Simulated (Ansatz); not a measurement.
Input file:

```yaml
crystal:
  periodic: [false, false, false]
  atoms:
    - {symbol: B, position_ang: [0.000000, 1.332119, 0.648825]}
    - {symbol: Si, position_ang: [0.000000, -0.240648, 1.745819]}
    - {symbol: Ge, position_ang: [0.000000, -0.087114, -0.778595]}
    - {symbol: H, position_ang: [0.000000, -1.304472, 0.506468]}
basis:
  gaussian: {orbitals: cc-pVTZ}
total_charge: 1
magnetization: {spin_polarized: false, initial_magnetization: 1}
correlation: {method: ccsdt_q, electrons: outside_noble_gas}
```

```sh
$ ansatz run in.yaml --threads 2 --pin off --events-out ev --progress --plain --max-ram 24576MiB --backend cuda --devices 0, --max-vram 18GiB
```

Output:

```
1511 factors; integrals over basis functions are off by at most 2.3e-7 eV
mean field evaluation 1: about -65010.6322 eV, gradient 1.5e1 eV
mean field evaluation 2: about -65010.6442 eV, gradient 1.5e1 eV
mean field evaluation 4: about -65011.8696 eV, gradient 3.0e0 eV
mean field evaluation 8: about -65012.0989 eV, gradient 6.1e-1 eV
mean field evaluation 16: about -65012.1581 eV, gradient 2.4e-4 eV
mean field evaluation 32: about -65012.1556 eV, gradient 1.5e-1 eV
mean field evaluation 64: about -65012.1581 eV, gradient 7.6e-6 eV
mean field evaluation 96: about -65011.5097 eV, gradient 1.8e-6 eV
mean field evaluation 128: about -65012.1274 eV, gradient 1.7e0 eV
mean field evaluation 160: about -65012.1563 eV, gradient 2.6e-1 eV
...
cycle  32  -8.87088707 eV  change   -1.3e-5 eV  update   9.8e-6
cycle  33  -8.87089242 eV  change   -5.4e-6 eV  update   7.9e-6
cycle  34  -8.87089032 eV  change    2.1e-6 eV  update   6.5e-6
cycle  35  -8.87089156 eV  change   -1.2e-6 eV  update   5.7e-6
cycle  36  -8.87089207 eV  change   -5.2e-7 eV  update   4.8e-6
cycle  37  -8.87089213 eV  change   -5.8e-8 eV  update   3.7e-6
cycle  38  -8.87089215 eV  change   -1.5e-8 eV  update   2.9e-6
cycle  39  -8.87089066 eV  change    1.5e-6 eV  update   2.2e-6
cycle  40  -8.87088834 eV  change    2.3e-6 eV  update   1.5e-6
cycle  41  -8.87088796 eV  change    3.8e-7 eV  update   1.0e-6
perturbative correction -0.07525680 eV, -0.0027656364 hartree
Total energy: -65021.10426780 eV, -2389.4815089541 hartree
```

Ran on 2 threads of AMD EPYC 7R13 with a shared H100 80 GB, shared host: 67 s wall, 1.2 GiB peak host memory.
